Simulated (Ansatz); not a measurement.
Born–Oppenheimer molecular dynamics of BH₃O (5 atoms, charge 0, multiplicity 1). It starts from a relaxed structure.

Level of theory: RKS PBE0-D4/def2-TZVP (Ansatz).

| Item | Value |
| --- | --- |
| ensemble | NVT, Nosé–Hoover chain |
| time step | 0.5 fs |
| steps asked | 100 |
| set temperature | 300 K |
| thermostat | time constant 1 fs, chain length 1 |
| seed | 480661 |

First frame:

```xyz
5
Properties=species:S:1:pos:R:3
B -0.044 -0.068 -0.077
H 0.136 -0.146 1.109
O 0.946 -0.369 -0.941
H 1.761 -0.642 -0.511
H -1.087 0.275 -0.550
```

Problem. How far do the bonds stretch over the last three quarters of this one trajectory? (Pairs bonded in most of those frames.)

Solution. 
```
 bond  mean (Å)  spread (Å)  shortest  longest
B1–H2     1.204       0.009      1.19     1.22
B1–O3     1.362       0.024      1.33     1.40
B1–H5     1.197       0.029      1.15     1.24
O3–H4     0.964       0.006      0.95     0.98
```

Mean temperature of the second half: 302 K. The conserved energy stayed within 0.39 meV per atom of its start (net change 0.072 meV per atom), so the integration is sound. A run of 0.05 ps of so small a system gives no equilibrium averages.

Time of the run: 99 s on 1 thread of Arm Neoverse V1 (shared host), peak memory 0.1 GiB.
